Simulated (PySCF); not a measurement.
Homolysis of single bonds, series C F-Cl. Isolated molecules, 0 K electronic values unless said otherwise. Strings in code marks are SMILES.

A: radical fragment (`F[C](F)F`)
B: radical fragment (`[F]`)
C: radical fragment (`Cl[C](Cl)Cl`)

Task: Rank these by highest occupied spin orbital (lowest first), as PBE0-D3(BJ)/def2-TZVP in PySCF 2.14.0 gives it.

Result: B (-12.46 eV), A (-7.90 eV), C (-6.43 eV)
